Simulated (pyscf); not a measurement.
Thermochemistry of product channels of Br–B(Br)–Br + H• on the doublet surface, in eV, from CCSD(T)/def2-TZVPP + ΔMP2(QZVPP) energies (ideal gas, 1 atm, RRHO with modes under 100 cm⁻¹ raised to 100, one conformer, R ln 2 for chiral ones without a mode under 150 cm⁻¹). Structures and frequencies: ωB97X-D3(BJ)/def2-SVP in PySCF. Correlated levels are frozen-core, on RHF or UHF. ΔMP2 is the change of the MP2 total energy from the triple- to the quadruple-zeta basis.

```json
[
 {"products": "Br• + Br–BH–Br", "ΔE": "-0.20", "ΔH(298 K)": "-0.02", "ΔG(298 K)": "-0.09", "ΔG(900 K)": "-0.18"},
 {"products": "HBr + [Br–B–Br]•", "ΔE": "+0.41", "ΔH(298 K)": "+0.50", "ΔG(298 K)": "+0.34", "ΔG(900 K)": "+0.06"}
]
```

These are energies of the channels, which say nothing of barriers. The CCSD(T) − MP2 part came from Ansatz, without density fitting, on the same reference. The frozen core leaves the outer d or s,p core shells of the metals and heavy elements correlated in the MP2 and CC values, and def2-TZVPP describes them poorly, which can shift differences by a few kcal/mol. Left out: orbital degeneracy and the spin-orbit lowering of Br, which is large for Br, Se, Te and I. Elements up to Kr have no core potential and no relativistic terms here.
